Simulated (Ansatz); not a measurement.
# Yttrium, hcp: convergence with the k-point mesh

Computed with Ansatz, LDA, scalar-relativistic PAW, on the relaxed cell (a = 3.539 Å, c = 5.525 Å (c/a = 1.561); spin not included). Errors count from a run at 420 eV on a Γ-centred 17×17×10 mesh with Fermi-Dirac smearing of 0.1 eV, extrapolated to zero width. Fixed here: cutoff 420 eV, Fermi-Dirac width 0.1 eV. The SCF starts from atomic densities corrected by a trained network.

```json
{"k-mesh": "2×2×1", "E(σ→0) error (meV/atom)": "-799.0", "P (GPa)": "-10.23", "SCF iterations": "6"}
{"k-mesh": "3×3×2", "E(σ→0) error (meV/atom)": "26.4", "P (GPa)": "-0.93", "SCF iterations": "6"}
{"k-mesh": "4×4×2", "E(σ→0) error (meV/atom)": "46.5", "P (GPa)": "0.71", "SCF iterations": "6"}
{"k-mesh": "5×5×3", "E(σ→0) error (meV/atom)": "18.5", "P (GPa)": "0.06", "SCF iterations": "6"}
{"k-mesh": "6×6×4", "E(σ→0) error (meV/atom)": "-5.2", "P (GPa)": "0.09", "SCF iterations": "6"}
{"k-mesh": "8×8×5", "E(σ→0) error (meV/atom)": "3.0", "P (GPa)": "0.03", "SCF iterations": "6"}
{"k-mesh": "11×11×6", "E(σ→0) error (meV/atom)": "-1.5", "P (GPa)": "0.02", "SCF iterations": "6"}
{"k-mesh": "15×15×8", "E(σ→0) error (meV/atom)": "-0.3", "P (GPa)": "0.04", "SCF iterations": "6"}
```

Within 5 meV/atom of the last row: from 6×6×4 on.
